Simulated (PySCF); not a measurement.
**Vertical excitation energies**

Lithium hydride, LiH.
SMILES: `[LiH]`

The calculation used TDDFT PBE0/def2-SVPD, vertical, gas phase, core orbitals frozen in the response (PySCF 2.14.0, density-fitted response routines). Geometry: PBE0-D3(BJ)/def2-SVP; no solvent, vibrations or thermal averaging.

```
state  E (eV)  λ (nm)  ν̃ (cm⁻¹)       f  |μ| (D)  symmetry  main configurations (H = HOMO, L = LUMO)
   S1    3.36   369.4      27070   0.058     2.14        Σ+                                 H→L (98%)
   S2    4.29   289.1      34590   0.196     3.47         Π                           H→L+1/L+2 (99%)
   S3    4.29   289.1      34590   0.196     3.47         Π                           H→L+1/L+2 (99%)
   S4    5.76   215.2      46460   0.033     1.22        Σ+                               H→L+3 (92%)
   S5    6.51   190.5      52480  0.0022     0.30        Σ+                               H→L+4 (93%)
   S6    7.05   176.0      56830  0.0066     0.50         Π                  H→L+5 (87%), H→L+6 (12%)
   S7    7.05   176.0      56830  0.0066     0.50         Π                  H→L+6 (87%), H→L+5 (12%)
   S8    9.26   134.0      74650   0.243     2.63        Σ+                               H→L+7 (98%)
   S9   10.93   113.5      88130   0.338     2.86         Π                               H→L+9 (99%)
  S10   10.93   113.5      88130   0.338     2.86         Π                               H→L+8 (99%)
```

Triplets, Tamm–Dancoff:

```
state  E (eV)  λ (nm)  main configurations (H = HOMO, L = LUMO)
   T1    2.77   447.2                                 H→L (96%)
   T2    3.77   328.6                          H→L+1/L+2 (≥89%)
   T3    3.77   328.6                          H→L+1/L+2 (≥89%)
```

The lowest singlet lies at 3.36 eV (369 nm, ultraviolet) and is of moderate strength; its leading configuration is HOMO→LUMO (98%). The strongest level in the table is S9/S10 at 10.93 eV (113 nm, f = 0.676 summed). It is the last of those listed, so stronger ones may follow. S2/S3, S6/S7 and S9/S10 lie within about 0.01 eV of each other in each set; the point group C∞v has degenerate representations, and within a degenerate level the listed configurations can mix freely. Löwdin shares by element: HOMO hydrogen 62%, lithium 38%; LUMO lithium 96%. Of the 10 states listed, 7 reach f = 0.01 and none stays under 0.0005. Weighted by f, the mean energy of these states is 8.33 eV. Orbital energies (eV): HOMO-1 -54.87, HOMO -5.37, LUMO -1.06, LUMO+1 0.06, LUMO+2 0.06. No computed singlet lies in the visible range (380 to 750 nm); the lowest, at 369 nm, stands 0.09 eV above its violet end (3.26 eV); a Tamm–Dancoff triplet lies at 447 nm, without intensity as long as spin–orbit coupling is left out. The vertical ionisation energy is 7.95 eV (ΔSCF), so S8 and higher lie in the continuum; a finite Gaussian basis only mimics such states. Symmetry labels in C∞v follow from the direction of the transition dipole and are given only for states with f of 0.002 or more. Orbitals of the list HOMO-1 to LUMO+2 that lie within 0.01 eV of each other are written together with a slash and their weights summed (≥ marks a lower bound); for degenerate orbitals outside that list single weights are arbitrary. The window holds the lowest 10 singlets.
